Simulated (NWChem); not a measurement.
The numbers come from NWChem runs, not from measurements. System: AlF$_{3}$, charge 0, spin multiplicity 1, at a geometry optimised with B3LYP/def2-SVP. The structure started from a generated list of species. Level: EOM-CCSD/6-31+G* (spherical d), 8 core orbitals frozen.

Input file:

```
start mol
memory heap 100 mb stack 700 mb global 1900 mb
geometry units angstroms nocenter noautoz
  Al     0.000000     0.000000     0.000002
  F      0.000000     0.000000     1.645681
  F      1.425191     0.000000    -0.822842
  F     -1.425191     0.000000    -0.822842
  symmetry group C2v
end
basis spherical
  * library 6-31+g*
end
scf
  rhf
  nopen 0
  maxiter 100
  thresh 1e-7
  semidirect memsize 60000000 filesize 0
end
tce
  freeze core 8
  ccsd
  nroots 1
  2eorb
  2emet 13
  thresh 1e-5
  maxiter 200
  tilesize 24
end
task tce energy
```

Output (cleaned and shortened):

```
             Northwest Computational Chemistry Package (NWChem) 7.3.0
             --------------------------------------------------------

                                NWChem Input Module
                                -------------------

 Scaling coordinates for geometry "geometry" by  1.889725989
 (inverse scale =  0.529177249)

 Turning off AUTOSYM since
 SYMMETRY directive was detected!

                             Geometry "geometry" -> ""
                             -------------------------

 Output coordinates in angstroms (scale by  1.889725989 to convert to a.u.)

  No.       Tag          Charge          X              Y              Z
 ---- ---------------- ---------- -------------- -------------- --------------
    1 Al                  13.0000     0.00000000     0.00000000     0.00000200
    2 F                    9.0000     0.00000000     0.00000000     1.64568100
    3 F                    9.0000     1.42519100     0.00000000    -0.82284200
    4 F                    9.0000    -1.42519100     0.00000000    -0.82284200

 Effective nuclear repulsion energy (a.u.)     157.9793473326

            Nuclear Dipole moment (a.u.)
            ----------------------------
        X                 Y               Z
 ---------------- ---------------- ----------------
     0.0000000000     0.0000000000    -0.0000018897

      Symmetry information
      --------------------

 Group name             C2v
 Group number             16
 Group order               4
 No. of unique centers     3

      Symmetry unique atoms

     1    2    3


 Summary of "ao basis" -> "" (spherical)
 ------------------------------------------------------------------------------
       Tag                 Description            Shells   Functions and Types
 ---------------- ------------------------------  ------  ---------------------
 *                          6-31+g*                   on all atoms

 Summary of "ao basis" -> "ao basis" (spherical)
 ------------------------------------------------------------------------------
       Tag                 Description            Shells   Functions and Types
 ---------------- ------------------------------  ------  ---------------------
 Al                         6-31+g*                 10       22   5s4p1d
 F                          6-31+g*                  8       18   4s3p1d

                                 NWChem SCF Module
                                 -----------------

  ao basis        = "ao basis"
  functions       =    76
  atoms           =     4
  closed shells   =    20
  open shells     =     0
  charge          =   0.00
  wavefunction    = RHF
  use symmetry    = T
  symmetry adapt  = T

 Summary of "ao basis" -> "ao basis" (spherical)
 ------------------------------------------------------------------------------
       Tag                 Description            Shells   Functions and Types
 ---------------- ------------------------------  ------  ---------------------
 Al                         6-31+g*                 10       22   5s4p1d
 F                          6-31+g*                  8       18   4s3p1d

      Symmetry analysis of basis
      --------------------------

        a1         33
        a2          7
        b1         22
        b2         14

 Forming initial guess at       0.0s

      Superposition of Atomic Density Guess
      -------------------------------------

 Sum of atomic energies:        -539.99361769

      Non-variational initial energy
      ------------------------------

 Total energy =    -540.138389
 1-e energy   =   -1067.880429
 2-e energy   =     369.762693
 HOMO         =      -0.671625
 LUMO         =      -0.093730

      Symmetry analysis of molecular orbitals - initial
      -------------------------------------------------

  Numbering of irreducible representations:

     1 a1          2 a2          3 b1          4 b2

  Orbital symmetries:

     1 a1          2 a1          3 b1          4 a1          5 a1
     6 b1          7 a1          8 b2          9 a1         10 b1
    11 a1         12 a1         13 a1         14 b1         15 b2
    16 a1         17 b1         18 a2         19 b2         20 b1
    21 a1         22 b2         23 b1         24 a1         25 a1
    26 b2         27 b1         28 a1         29 b1         30 a1

 Starting SCF solution at       0.3s

 ----------------------------------------------
         Quadratically convergent ROHF

 Convergence threshold     :          1.000E-07
 Maximum no. of iterations :          100
 Final Fock-matrix accuracy:          1.000E-09
 ----------------------------------------------

              iter       energy          gnorm     gmax       time
             ----- ------------------- --------- --------- --------
                 1     -540.3736359681  1.42D+00  3.59D-01      0.3
                 2     -540.4610722379  2.32D-01  8.64D-02      0.3
                 3     -540.4656158753  1.71D-02  7.13D-03      0.4
                 4     -540.4656537323  6.72D-05  1.53D-05      0.4
                 5     -540.4656537326  4.70D-09  1.19D-09      0.5

       Final RHF  results
       ------------------

         Total SCF energy =   -540.465653732556
      One-electron energy =  -1070.616472641093
      Two-electron energy =    372.171471575898
 Nuclear repulsion energy =    157.979347332640

        Time for solution =      0.2s

       Symmetry analysis of molecular orbitals - final
       -----------------------------------------------

  Numbering of irreducible representations:

     1 a1          2 a2          3 b1          4 b2

  Orbital symmetries:
[...]
   0.0003682688728   0.3712394412404   10.10194     0.3     0.3

 Iteration  19 using   19 trial vectors
   0.0002301610445   0.3712398783523   10.10196     0.3     0.3

 Iteration  20 using   20 trial vectors
   0.0001340067380   0.3712383173977   10.10191     0.4     0.4

 Iteration  21 using   21 trial vectors
   0.0000807701892   0.3712395317710   10.10195     0.3     0.3

 Iteration  22 using   22 trial vectors
   0.0000452753687   0.3712392844982   10.10194     0.4     0.4

 Iteration  23 using   23 trial vectors
   0.0000236905440   0.3712388922408   10.10193     0.4     0.4

 Iteration  24 using   24 trial vectors
   0.0000106242812   0.3712391287914   10.10193     0.4     0.4

 Iteration  25 using   25 trial vectors
   0.0000045896425   0.3712391403609   10.10194     0.3     0.3
 --------------------------------------------------------------
 Iterations converged
 ------------------

 Excited state root  1
 Excitation energy / hartree =        0.371239140360921
                   / eV      =       10.101935296184520
 largest EOMCCSD amplitudes: R1 and R2

 Singles contributions
    21a1  (alpha) ---    16a1  (alpha)       -0.8022962788
    25a1  (alpha) ---    16a1  (alpha)       -0.3736818335
    33a1  (alpha) ---    16a1  (alpha)        0.1056222788
    23b1  (alpha) ---    20b1  (alpha)        0.1087580365
    27b1  (alpha) ---    20b1  (alpha)        0.1064834923

 Doubles contributions

 =========================================
 Excited-state calculation ( a2  symmetry)
 =========================================
 Dim. of EOMCC iter. space      500

 EOMCCSD SOLVER TYPE  1
  maxdiff =   0.67428835898695527

 No. of initial right vectors    1

 EOM-CCSD right-hand side iterations
 --------------------------------------------------------------
      Residuum       Omega / hartree  Omega / eV    Cpu    Wall
 --------------------------------------------------------------

 Iteration   1 using    1 trial vectors
   0.7525341455106   0.5563598256388   15.13933     0.4     0.4

 Iteration   2 using    2 trial vectors
   0.1373969849890   0.3912023587424   10.64516     0.3     0.3

 Iteration   3 using    3 trial vectors
   0.1090767926214   0.3747726425417   10.19809     0.3     0.3

 Iteration   4 using    4 trial vectors
   0.0702883583645   0.3614619714844    9.83588     0.3     0.3

 Iteration   5 using    5 trial vectors
   0.0270336066842   0.3571468715464    9.71846     0.3     0.3

 Iteration   6 using    6 trial vectors
   0.0107011780411   0.3569522793077    9.71317     0.3     0.3

 Iteration   7 using    7 trial vectors
   0.0062279128431   0.3567612482779    9.70797     0.3     0.3

 Iteration   8 using    8 trial vectors
   0.0043024981553   0.3568061162445    9.70919     0.3     0.3

 Iteration   9 using    9 trial vectors
   0.0024032520020   0.3567963918624    9.70893     0.3     0.3

 Iteration  10 using   10 trial vectors
   0.0012213749389   0.3567927358014    9.70883     0.3     0.3

 Iteration  11 using   11 trial vectors
   0.0007309853488   0.3567968184884    9.70894     0.3     0.3

 Iteration  12 using   12 trial vectors
   0.0006108171569   0.3567873039797    9.70868     0.3     0.3

 Iteration  13 using   13 trial vectors
   0.0004590746308   0.3567907847178    9.70878     0.3     0.3

 Iteration  14 using   14 trial vectors
   0.0002410288732   0.3567909433926    9.70878     0.3     0.3

 Iteration  15 using   15 trial vectors
   0.0001206480153   0.3567909021949    9.70878     0.3     0.3

 Iteration  16 using   16 trial vectors
   0.0000769351177   0.3567905985677    9.70877     0.3     0.3

 Iteration  17 using   17 trial vectors
   0.0000471009206   0.3567900655737    9.70876     0.3     0.3

 Iteration  18 using   18 trial vectors
   0.0000300252630   0.3567905812154    9.70877     0.3     0.3

 Iteration  19 using   19 trial vectors
   0.0000159970774   0.3567905131963    9.70877     0.3     0.3

 Iteration  20 using   20 trial vectors
   0.0000075827822   0.3567903939829    9.70876     0.3     0.3
 --------------------------------------------------------------
 Iterations converged
 ------------------

 Excited state root  1
 Excitation energy / hartree =        0.356790393982866
                   / eV      =        9.708764735342816
 largest EOMCCSD amplitudes: R1 and R2

 Singles contributions
    21a1  (alpha) ---    18a2  (alpha)       -0.8081110075
    25a1  (alpha) ---    18a2  (alpha)       -0.3972445688
    33a1  (alpha) ---    18a2  (alpha)        0.1059550015

 Doubles contributions

 =========================================
 Excited-state calculation ( b1  symmetry)
 =========================================
 Dim. of EOMCC iter. space      500

 EOMCCSD SOLVER TYPE  1
  maxdiff =   0.65918686705492979

 No. of initial right vectors    1

 EOM-CCSD right-hand side iterations
 --------------------------------------------------------------
      Residuum       Omega / hartree  Omega / eV    Cpu    Wall
 --------------------------------------------------------------

 Iteration   1 using    1 trial vectors
   0.7759538855133   0.5437322879214   14.79571     0.4     0.4

 Iteration   2 using    2 trial vectors
   0.1386376846554   0.3721490352467   10.12669     0.3     0.3

 Iteration   3 using    3 trial vectors
   0.1022458160278   0.3571925728039    9.71971     0.3     0.3

 Iteration   4 using    4 trial vectors
   0.0697704753015   0.3442193124474    9.36669     0.3     0.3

 Iteration   5 using    5 trial vectors
   0.0253637447223   0.3404831252073    9.26502     0.3     0.3

 Iteration   6 using    6 trial vectors
   0.0109468097080   0.3400963247118    9.25450     0.3     0.3

 Iteration   7 using    7 trial vectors
   0.0068074495188   0.3399440415933    9.25035     0.3     0.3

 Iteration   8 using    8 trial vectors
   0.0042363782617   0.3399891902752    9.25158     0.3     0.3

 Iteration   9 using    9 trial vectors
   0.0019721571993   0.3399920091986    9.25166     0.3     0.3

 Iteration  10 using   10 trial vectors
   0.0008538095663   0.3399944312580    9.25172     0.3     0.3

 Iteration  11 using   11 trial vectors
   0.0003963974232   0.3399951591275    9.25174     0.3     0.3

 Iteration  12 using   12 trial vectors
   0.0001767040817   0.3399915518871    9.25164     0.3     0.3

 Iteration  13 using   13 trial vectors
   0.0001010800806   0.3399922381617    9.25166     0.3     0.3

 Iteration  14 using   14 trial vectors
   0.0000503532143   0.3399922670450    9.25166     0.3     0.3

 Iteration  15 using   15 trial vectors
   0.0000193677038   0.3399923827222    9.25167     0.3     0.3

 Iteration  16 using   16 trial vectors
   0.0000083547784   0.3399923745617    9.25167     0.3     0.3
 --------------------------------------------------------------
 Iterations converged
 ------------------

 Excited state root  1
 Excitation energy / hartree =        0.339992374561736
                   / eV      =        9.251667175178957
 largest EOMCCSD amplitudes: R1 and R2

 Singles contributions
    21a1  (alpha) ---    20b1  (alpha)        0.8157907564
    25a1  (alpha) ---    20b1  (alpha)        0.3888542595
    33a1  (alpha) ---    20b1  (alpha)       -0.1124140572

 Doubles contributions

 =========================================
 Excited-state calculation ( b2  symmetry)
 =========================================
 Dim. of EOMCC iter. space      500

 EOMCCSD SOLVER TYPE  1
  maxdiff =   0.67428817260569929

 No. of initial right vectors    1

 EOM-CCSD right-hand side iterations
 --------------------------------------------------------------
      Residuum       Omega / hartree  Omega / eV    Cpu    Wall
 --------------------------------------------------------------

 Iteration   1 using    1 trial vectors
   0.7566097205674   0.5563592486501   15.13931     0.4     0.4

 Iteration   2 using    2 trial vectors
   0.1386654808762   0.3911396146900   10.64345     0.3     0.3

 Iteration   3 using    3 trial vectors
   0.1091288341410   0.3748437092030   10.20002     0.3     0.3

 Iteration   4 using    4 trial vectors
   0.0709047234971   0.3615692955830    9.83881     0.3     0.3

 Iteration   5 using    5 trial vectors
   0.0272688995187   0.3571895894833    9.71963     0.3     0.3

 Iteration   6 using    6 trial vectors
   0.0107900425061   0.3569736195006    9.71375     0.3     0.3

 Iteration   7 using    7 trial vectors
   0.0062130189446   0.3567535829224    9.70776     0.3     0.3

 Iteration   8 using    8 trial vectors
   0.0043403543922   0.3567937216057    9.70886     0.3     0.3

 Iteration   9 using    9 trial vectors
   0.0024206173978   0.3567947588141    9.70888     0.3     0.3

 Iteration  10 using   10 trial vectors
   0.0012223006090   0.3567943222400    9.70887     0.3     0.3

 Iteration  11 using   11 trial vectors
   0.0007353082676   0.3567967516885    9.70894     0.3     0.3

 Iteration  12 using   12 trial vectors
   0.0006148944103   0.3567866445845    9.70866     0.3     0.3

 Iteration  13 using   13 trial vectors
   0.0004593427881   0.3567904273872    9.70877     0.4     0.4

 Iteration  14 using   14 trial vectors
   0.0002422775642   0.3567901210333    9.70876     0.3     0.3

 Iteration  15 using   15 trial vectors
   0.0001212496468   0.3567901337466    9.70876     0.3     0.3

 Iteration  16 using   16 trial vectors
   0.0000769162054   0.3567900837614    9.70876     0.3     0.3

 Iteration  17 using   17 trial vectors
   0.0000473075806   0.3567895753370    9.70874     0.3     0.3

 Iteration  18 using   18 trial vectors
   0.0000301353675   0.3567900223454    9.70875     0.3     0.3

 Iteration  19 using   19 trial vectors
   0.0000160295550   0.3567899219222    9.70875     0.3     0.3

 Iteration  20 using   20 trial vectors
   0.0000076283909   0.3567898168834    9.70875     0.3     0.3
 --------------------------------------------------------------
 Iterations converged
 ------------------

 Excited state root  1
 Excitation energy / hartree =        0.356789816883446
                   / eV      =        9.708749031661920
 largest EOMCCSD amplitudes: R1 and R2

 Singles contributions
    21a1  (alpha) ---    19b2  (alpha)        0.8077556613
    25a1  (alpha) ---    19b2  (alpha)        0.3970701232
    33a1  (alpha) ---    19b2  (alpha)       -0.1059080979

 Doubles contributions

 Task  times  cpu:       33.5s     wall:       33.5s

 Total times  cpu:       33.5s     wall:       33.5s
```
